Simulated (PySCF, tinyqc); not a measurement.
RKS/exchange-only LDA in the sto-3g basis, for LiH, spin multiplicity 1, step by step. The lowest restricted solution is unstable here: a spin-polarised one lies 0.0188 hartree lower (PySCF). One step of it, computed by the program tinyqc.

Question. Orthogonalisation. S = U s U^T; symmetric (Loewdin) form X = U s^(-1/2) U^T, so that X^T S X = 1.

overlap S:
```
,1Li 1s,1Li 2s,1Li 2px,1Li 2py,1Li 2pz,2H 1s
1Li 1s,1.000000,0.241137,0.000000,0.000000,0.000000,0.002510
1Li 2s,0.241137,1.000000,0.000000,0.000000,0.000000,0.133796
1Li 2px,0.000000,0.000000,1.000000,0.000000,0.000000,0.000000
1Li 2py,0.000000,0.000000,0.000000,1.000000,0.000000,0.000000
1Li 2pz,0.000000,0.000000,0.000000,0.000000,1.000000,0.207209
2H 1s,0.002510,0.133796,0.000000,0.000000,0.207209,1.000000
```

Give: eigenvalues of S; X.

Answer.

eigenvalues of S: 0.698  0.834  1.000  1.000  1.164  1.304

X:
```
,1Li 1s,1Li 2s,1Li 2px,1Li 2py,1Li 2pz,2H 1s
1Li 1s,1.023,-0.127,0.000,0.000,-0.002,0.012
1Li 2s,-0.127,1.030,0.000,0.000,0.011,-0.072
1Li 2px,0.000,0.000,1.000,0.000,0.000,0.000
1Li 2py,0.000,0.000,0.000,1.000,0.000,0.000
1Li 2pz,-0.002,0.011,0.000,0.000,1.017,-0.108
2H 1s,0.012,-0.072,0.000,0.000,-0.108,1.024
```
